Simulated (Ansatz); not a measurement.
Energy needed to pull apart BSiH$_{3}$O (SMILES B=[SiH]O), closed shell, into free ground-state atoms, from the structure below (displaced at random from a GFN2-xTB minimum); no zero-point or spin–orbit terms; open-shell atoms are treated unrestricted, in their ground-state multiplicity.

| atom | x (Å) | y (Å) | z (Å) |
| --- | --- | --- | --- |
| B1 | -1.4622 | -0.0190 | -0.4280 |
| Si2 | 0.3834 | -0.0304 | -0.4041 |
| O3 | 1.2529 | 0.1314 | 0.9190 |
| H4 | -2.3659 | -0.5048 | -0.3747 |
| H5 | 1.1029 | -0.0812 | -1.4961 |
| H6 | 0.8861 | 0.1706 | 1.7414 |

Computed with Ansatz 0.2.0 (basis: def2-TZVPP); correlated methods freeze the cores.

```tsv
method	atomization energy (kcal/mol)
PBE-D4	429.2
r2SCAN-D4	427.2
PBE0-D4	420.9
r2SCAN0-D4	?
HSE06-D4	?
wB97M-V	426.8
HF	294.5
MP2	418.3
CCSD	403.4
CCSD(T)	410.7
```

(1) What does r2SCAN0-D4 give? (An estimate is asked for; the value comes from the calculation.)

(2) What does HSE06-D4 give? (Judge from chemistry; the value comes from the calculation.)

T1 diagnostic: at most 0.016. The restricted Hartree–Fock reference is unstable towards an unrestricted one here.

Results:

(1) Computed: 418.2 kcal/mol, which is about 7.5 kcal/mol more than CCSD(T)/def2-TZVPP.

(2) Computed: 421.3 kcal/mol, which is about 10.6 kcal/mol more than CCSD(T)/def2-TZVPP.

In triple zeta the MP2 and coupled-cluster atomization energies are still short of their basis limit by a few kcal/mol a bond, whereas those of the functionals are nearly converged, so these differences are not deviations from converged CCSD(T).

For scale, one of the runs: CCSD(T)/def2-TZVPP forces, 146 basis functions (an equivalent command: `ansatz run in.yaml --threads 4`). Time: 36 s of wall clock on 4 CPU threads; the host was shared. Peak host memory: 1.6 GiB.
